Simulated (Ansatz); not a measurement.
B20 (FeSi-type) FeSi, treated with PBE (PAW; Ansatz, a first-principles code).

Total energies, extrapolated to zero smearing (they compare only within this program, potentials and cutoff):

Magnetic elements are taken in their magnetic phases.

```json
[
 {"system": "B20 (FeSi-type) FeSi, relaxed", "energy (eV/atom)": "-2558.6599"},
 {"system": "bcc Fe", "energy (eV/atom)": "-4480.4880"},
 {"system": "diamond-structure Si", "energy (eV/atom)": "-635.8103"}
]
```

**Question.** Work out the enthalpy of formation per atom.

**Answer.** ΔH_f ≈ ΔE = -2558.6599 − [1 × (-4480.4880) + 1 × (-635.8103)]/2 = -0.511 eV/atom (0 K, no vibrations). The reference value is -0.400 ± 0.02 eV/atom (measured, 298 K, copied from a table, unchecked, no zero-point or thermal correction; as tabulated in Wang et al. (2021), doi:10.1038/s41598-021-94550-5), a difference of -0.111 eV/atom.

The PAW data were made under PBE.
